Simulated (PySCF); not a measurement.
Job file and geometry (Å, from PBE0-D3(BJ)/def2-SVP) of a spin–spin coupling run on cyclobutylamine (NC1CCC1, C₄H₉N), B3LYP/pcJ-1 indirect spin-spin coupling, non-relativistic, gas phase in PySCF; density fitting, a coarse starting grid and PySCF grid level 2 are the driver's defaults:

```
{"job": {"kind": "j", "xc": "B3LYP", "basis": "pcJ-1"}, "charge": 0, "multiplicity": 1}
N      1.858090     0.323335    -0.593690
C      0.633618     0.372873     0.152376
C     -0.645466     0.776800    -0.601934
C     -1.438597    -0.168805     0.319376
C     -0.119701    -0.894917     0.639733
H      1.797554    -0.374760    -1.333187
H      2.640449     0.056261     0.000043
H      0.779800     1.054675     1.008085
H     -0.914331     1.843180    -0.638790
H     -0.612698     0.391438    -1.634757
H     -2.254798    -0.755813    -0.126358
H     -1.835162     0.359930     1.199910
H      0.054198    -1.253017     1.666824
H      0.057044    -1.731199    -0.057631
```

Question: Write the output of this run.

Answer: 
```
coarse grid: 10992 points
cycle   1  E = -212.4816960974  dE =  4.363e-01  |g| = 4.811e-01  |ddm| = 2.834e+00
cycle   2  E = -212.4491045955  dE =  3.259e-02  |g| = 6.173e-01  |ddm| = 9.959e-01
cycle   3  E = -212.5388592154  dE = -8.975e-02  |g| = 4.033e-02  |ddm| = 5.683e-01
cycle   4  E = -212.5390995903  dE = -2.404e-04  |g| = 1.909e-02  |ddm| = 5.368e-02
cycle   5  E = -212.5391714875  dE = -7.190e-05  |g| = 6.905e-03  |ddm| = 2.044e-02
cycle   6  E = -212.5391820125  dE = -1.052e-05  |g| = 8.600e-04  |ddm| = 5.711e-03
cycle   7  E = -212.5391821472  dE = -1.348e-07  |g| = 4.097e-04  |ddm| = 1.130e-03
final grid: 104176 points
cycle   8  E = -212.5799235201  dE = -8.825e-05  |g| = 5.940e-03  |ddm| = 2.266e-02
cycle   9  E = -212.5799175417  dE =  5.978e-06  |g| = 7.743e-03  |ddm| = 1.152e-02
cycle  10  E = -212.5799316272  dE = -1.409e-05  |g| = 2.729e-04  |ddm| = 6.660e-03
cycle  11  E = -212.5799316333  dE = -6.129e-09  |g| = 1.818e-04  |ddm| = 3.804e-04
cycle  12  E = -212.5799316406  dE = -7.287e-09  |g| = 3.712e-05  |ddm| = 1.657e-04
cycle  13  E = -212.5799316409  dE = -2.935e-10  |g| = 8.349e-06  |ddm| = 3.587e-05
converged SCF energy = -212.5799316409

Indirect spin-spin couplings (Hz)
  i      j    bonds     total        FC       PSO       DSO        SD
  0 N    1 C    1     -4.163    -4.062     0.550    -0.087    -0.563
  0 N    2 C    2     -4.642    -4.738     0.087     0.004     0.005
  0 N    3 C    3     -2.916    -3.008     0.059     0.035    -0.002
  0 N    4 C    2      0.484     0.258     0.281     0.013    -0.068
  0 N    5 H    1    -65.707   -62.282    -2.956    -0.268    -0.200
  0 N    6 H    1    -66.590   -63.155    -2.969    -0.253    -0.213
  0 N    7 H    2     -4.301    -4.298    -0.082     0.072     0.007
  0 N    8 H    3     -0.526    -0.547    -0.056     0.090    -0.013
  0 N    9 H    3     -3.276    -3.224    -0.048    -0.026     0.022
  0 N   10 H    4     -0.813    -0.858    -0.102     0.145     0.002
  0 N   12 H    3      0.078     0.054    -0.070     0.123    -0.029
  0 N   13 H    3     -1.808    -1.813    -0.026     0.010     0.020
  1 C    2 C    1     32.758    32.208     0.306     0.244         -
  1 C    3 C    2     -6.263    -6.221    -0.102     0.060         -
  1 C    4 C    1     27.552    26.954     0.356     0.243         -
  1 C    5 H    2     -2.883    -2.815     0.226    -0.293         -
  1 C    6 H    2     -2.552    -2.425     0.204    -0.331         -
  1 C    7 H    1    142.118   140.741     0.244     1.133         -
  1 C    8 H    2     -3.138    -3.225     0.248    -0.161         -
  1 C    9 H    2     -5.422    -5.644     0.262    -0.041         -
  1 C   10 H    3     14.771    14.861     0.374    -0.464         -
  1 C   11 H    3      1.166     1.156     0.101    -0.091         -
  1 C   12 H    2     -2.209    -2.301     0.250    -0.157         -
  1 C   13 H    2     -4.840    -5.071     0.264    -0.032         -
  2 C    3 C    1     29.713    28.952     0.559     0.202         -
  2 C    4 C    2     -4.923    -4.822    -0.138     0.038         -
  2 C    5 H    3      0.513     0.468     0.085    -0.040         -
  2 C    6 H    3     12.878    12.932     0.510    -0.564         -
  2 C    7 H    2     -4.544    -4.648     0.185    -0.081         -
  2 C    8 H    1    146.065   144.577     0.671     0.818         -
  2 C    9 H    1    135.006   133.289     0.831     0.886         -
  2 C   10 H    2     -2.469    -2.585     0.366    -0.250         -
  2 C   11 H    2     -3.630    -3.783     0.317    -0.163         -
  2 C   12 H    3     14.151    14.260     0.415    -0.524         -
  2 C   13 H    3      1.461     1.509     0.095    -0.143         -
  3 C    4 C    1     29.685    28.991     0.493     0.200         -
  3 C    5 H    4     -0.565    -0.518     0.186    -0.233         -
  3 C    7 H    3      1.068     1.034     0.138    -0.104         -
  3 C    8 H    2     -2.061    -2.176     0.389    -0.273         -
  3 C    9 H    2     -4.304    -4.494     0.341    -0.151         -
  3 C   10 H    1    145.759   144.214     0.764     0.781         -
  3 C   11 H    1    137.956   136.264     0.878     0.814         -
  3 C   12 H    2     -2.119    -2.235     0.384    -0.268         -
  3 C   13 H    2     -4.296    -4.484     0.343    -0.155         -
  4 C    5 H    3      2.623     2.566     0.055     0.002         -
  4 C    6 H    3      1.017     1.106     0.053    -0.141         -
  4 C    7 H    2     -0.468    -0.559     0.169    -0.077         -
  4 C    8 H    3     14.764    14.875     0.415    -0.527         -
  4 C    9 H    3      1.554     1.623     0.074    -0.143         -
  4 C   10 H    2     -2.440    -2.549     0.365    -0.256         -
  4 C   11 H    2     -3.700    -3.848     0.314    -0.166         -
  4 C   12 H    1    143.202   141.637     0.757     0.807         -
  4 C   13 H    1    135.140   133.405     0.860     0.875         -
  5 H    6 H    2     -9.326   -10.042     4.940    -4.224         -
  5 H    7 H    3     16.916    17.062     3.486    -3.632         -
  5 H    8 H    4     -0.223    -0.102     1.322    -1.443         -
  5 H    9 H    4     -0.168    -0.213    -1.396     1.440         -
  5 H   10 H    5     -0.320    -0.232     0.656    -0.745         -
  5 H   11 H    5      0.161     0.269     1.509    -1.617         -
  5 H   12 H    4     -0.361    -0.226     1.147    -1.283         -
  5 H   13 H    4     -0.299    -0.328    -1.546     1.574         -
  6 H    7 H    3      4.101     4.228     0.273    -0.400         -
  6 H    8 H    4     -0.368    -0.254     1.803    -1.917         -
  6 H    9 H    4     -0.307    -0.215     1.973    -2.065         -
  6 H   12 H    4     -0.364    -0.240     0.150    -0.274         -
  6 H   13 H    4     -0.445    -0.297     0.390    -0.537         -
  7 H    8 H    3      8.488     8.528    -0.051     0.010         -
  7 H    9 H    3     10.563    10.661     2.568    -2.666         -
  7 H   10 H    4     -1.376    -1.276     2.060    -2.160         -
  7 H   11 H    4     -0.287    -0.235    -0.576     0.524         -
  7 H   12 H    3      7.199     7.233    -0.029    -0.006         -
  7 H   13 H    3      9.417     9.509     2.536    -2.628         -
  8 H    9 H    2    -12.222   -12.386     2.335    -2.171         -
  8 H   10 H    3      1.463     1.574     1.643    -1.754         -
  8 H   11 H    3      8.685     8.762     0.160    -0.236         -
  8 H   12 H    4      5.606     5.707     1.861    -1.962         -
  8 H   13 H    4     -1.072    -0.950     2.084    -2.207         -
  9 H   10 H    3     10.154    10.217     0.063    -0.126         -
  9 H   11 H    3     12.089    12.165     2.576    -2.653         -
  9 H   12 H    4     -1.044    -0.912     2.070    -2.202         -
  9 H   13 H    4     -0.360    -0.285    -0.526     0.450         -
 10 H   11 H    2    -12.214   -12.353     2.473    -2.334         -
 10 H   12 H    3      1.464     1.574     1.640    -1.751         -
 10 H   13 H    3     10.014    10.076     0.076    -0.138         -
 11 H   12 H    3      8.854     8.922     0.148    -0.216         -
 11 H   13 H    3     12.009    12.085     2.579    -2.655         -
 12 H   13 H    2    -11.576   -11.749     2.370    -2.197         -
```

Size and cost of the density-fitted run: 225 basis functions, 22 s wall time on 1 thread of an Arm Neoverse V2, shared host.
